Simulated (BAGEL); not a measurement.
**quartet SiNH4O: levels of theory compared**

We compute a comparison of 3 runs (UHF/STO-3G, UHF/3-21G, UHF/6-31G*) of quartet SiNH4O. 

Program for the calculation: BAGEL 1.2.2.

3 further runs of the same task are left out: 2 that didn't finish, 1 set aside as unsound or not needed. Runs told in other sessions of the task aren't counted.

### Step 1. The molecule

The species is SiNH4O (7 atoms), meant as a quartet with charge 0. SMILES of the parent species: `N[SiH]O`. The coordinates come from a PBE0-D4/def2-TZVP relaxation. This is one conformer, not always the lowest. That shape belongs to the parent species and isn't relaxed for this state.

Bond lengths: N1–Si2 1.723 Å, Si2–O3 1.649 Å, N1–H4 1.008 Å, N1–H5 1.009 Å, Si2–H6 1.500 Å, O3–H7 0.961 Å. Angles: N1–Si2–O3 109.4°, N1–Si2–H6 104.3°, O3–Si2–H6 112.7°, Si2–N1–H4 120.5°, Si2–N1–H5 118.7°, Si2–O3–H7 115.8°, H4–N1–H5 110.8°.

### Step 2. A single-point energy at UHF/STO-3G (density fitting with qzvpp-jkfit) (run 1)

Input file input.json:

```json
{ "bagel" : [

{
  "title" : "molecule",
  "basis" : "sto-3g",
  "df_basis" : "qzvpp-jkfit",
  "angstrom" : "true",
  "geometry" : [
    { "atom" : "N", "xyz" : [      -0.694900,       0.548300,      -0.575200 ] },
    { "atom" : "Si", "xyz" : [       0.293100,       0.159000,       0.781300 ] },
    { "atom" : "O", "xyz" : [       1.622900,      -0.672400,       0.270300 ] },
    { "atom" : "H", "xyz" : [      -0.355900,       1.168100,      -1.294800 ] },
    { "atom" : "H", "xyz" : [      -1.685800,       0.673200,      -0.432900 ] },
    { "atom" : "H", "xyz" : [      -0.599100,      -0.661900,       1.664700 ] },
    { "atom" : "H", "xyz" : [       1.480900,      -1.282400,      -0.459000 ] }
  ]
},

{ "title" : "uhf", "nopen" : 3 },

{ "title" : "print", "file" : "orbitals.molden", "orbitals" : "true" }

]}
```

Command:

```bash
$ BAGEL_NUM_THREADS=1 BAGEL input.json > input.out
```

Output:

```text
* using 1 threads per process

  ===============================================================
  ===============================================================

  *** Geometry ***

[... 23 lines left out ...]
      * DIIS with orbital gradients will be used.

  === UHF iteration (sto-3g) ===
      0       -414.92902224          0.04101720           0.01
      1       -414.99296303          0.02960727           0.01
      2       -415.03404528          0.01662321           0.01
[... 21 lines of this table left out ...]
     24       -415.09350515          0.00000001           0.01
    * SCF iteration converged.

    * S^2 (UHF) is 3.7550

    * Permanent dipole moment:
           (    0.981889,    -0.683471,     0.846780) a.u.

    * METHOD: UHF                                  0.33

    * METHOD: PRINT                                0.00

  ===============================================================
```

Wall time 0.52 s (1 thread of Arm Neoverse V2, shared host).

### Step 3. A single-point energy at UHF/3-21G (density fitting with qzvpp-jkfit) (run 2)

Input file job.json:

```json
{ "bagel": [

{
  "title": "molecule",
  "basis": "3-21g",
  "df_basis": "qzvpp-jkfit",
  "angstrom": true,
  "geometry": [
    { "atom": "N", "xyz": [      -0.694900,       0.548300,      -0.575200 ] },
    { "atom": "Si", "xyz": [       0.293100,       0.159000,       0.781300 ] },
    { "atom": "O", "xyz": [       1.622900,      -0.672400,       0.270300 ] },
    { "atom": "H", "xyz": [      -0.355900,       1.168100,      -1.294800 ] },
    { "atom": "H", "xyz": [      -1.685800,       0.673200,      -0.432900 ] },
    { "atom": "H", "xyz": [      -0.599100,      -0.661900,       1.664700 ] },
    { "atom": "H", "xyz": [       1.480900,      -1.282400,      -0.459000 ] }
  ]
},

{ "title": "uhf", "nopen": 3 },

{ "title": "print", "file": "orbitals.molden", "orbitals": true }

]}
```

Command:

```bash
$ BAGEL_NUM_THREADS=1 BAGEL job.json > job.out
```

Output:

```text
* using 1 threads per process

  ===============================================================
  ===============================================================

  *** Geometry ***

[... 23 lines left out ...]
      * DIIS with orbital gradients will be used.

  === UHF iteration (3-21g) ===
      0       -417.86587873          0.06268934           0.02
      1       -417.96862132          0.04658538           0.02
      2       -418.01492045          0.03454771           0.02
[... 22 lines of this table left out ...]
     25       -418.07134666          0.00000001           0.02
    * SCF iteration converged.

    * S^2 (UHF) is 3.7552

    * Permanent dipole moment:
           (    0.903108,    -0.096460,     0.896610) a.u.

    * METHOD: UHF                                  0.58

    * METHOD: PRINT                                0.00

  ===============================================================
```

Run time: 0.78 s. Hardware: 1 thread of Arm Neoverse V2, shared host.

### Step 4. The energy at UHF/6-31G(d) (density fitting with qzvpp-jkfit, spherical functions) (run 3)

Input file hf.json:

```json
{ "bagel" : [

{
  "title" : "molecule",
  "basis" : "6-31gs.json",
  "df_basis" : "qzvpp-jkfit",
  "angstrom" : true,
  "geometry" : [
    { "atom" : "N", "xyz" : [      -0.694900,       0.548300,      -0.575200 ] },
    { "atom" : "Si", "xyz" : [       0.293100,       0.159000,       0.781300 ] },
    { "atom" : "O", "xyz" : [       1.622900,      -0.672400,       0.270300 ] },
    { "atom" : "H", "xyz" : [      -0.355900,       1.168100,      -1.294800 ] },
    { "atom" : "H", "xyz" : [      -1.685800,       0.673200,      -0.432900 ] },
    { "atom" : "H", "xyz" : [      -0.599100,      -0.661900,       1.664700 ] },
    { "atom" : "H", "xyz" : [       1.480900,      -1.282400,      -0.459000 ] }
  ]
},

{ "title" : "uhf", "nopen" : 3 },

{ "title" : "print", "file" : "orbitals.molden", "orbitals" : true }

]}
```

The basis set 6-31G* is read from a file made from the Basis Set Exchange's data (not shown).

Command:

```bash
$ BAGEL_NUM_THREADS=1 BAGEL hf.json > hf.out
```

Output:

```text
* using 1 threads per process

  ===============================================================
  ===============================================================

  *** Geometry ***

[... 23 lines left out ...]
      * DIIS with orbital gradients will be used.

  === UHF iteration (6-31gs.json) ===
      0       -419.94932767          0.06014342           0.03
      1       -420.12023044          0.04578652           0.03
      2       -420.20847540          0.03074978           0.03
[... 30 lines of this table left out ...]
     33       -420.31983005          0.00000001           0.03
    * SCF iteration converged.

    * S^2 (UHF) is 3.7586

    * Permanent dipole moment:
           (    0.733545,     0.095264,     0.744440) a.u.

    * METHOD: UHF                                  1.08

    * METHOD: PRINT                                0.01

  ===============================================================
```

Run time: 1.3 s. Hardware: 1 thread of Arm Neoverse V2, shared host.

### Step 5. Overview of the runs

```csv
run,level,energy (Eh),dipole moment (D),⟨S²⟩,wall time
1,UHF/STO-3G (density fitting with qzvpp-jkfit),-415.093505,3.73,3.755,0.52 s
2,UHF/3-21G (density fitting with qzvpp-jkfit),-418.071347,3.24,3.755,0.78 s
3,"UHF/6-31G* (density fitting with qzvpp-jkfit, spherical functions)",-420.319830,2.67,3.759,1.3 s
```

### Step 6. Outcome

```
            quantity          value
 run 3: total energy  -420.31983 Eh
run 3: dipole moment         2.67 D
         run 3: ⟨S²⟩          3.759
```

The dipole moment (its size) runs from 2.67 D (UHF/6-31G*) to 3.73 D (UHF/STO-3G). In run 1 the basis is minimal, so the values are rough. All runs together took 2.6 s, the longest 1.3 s.
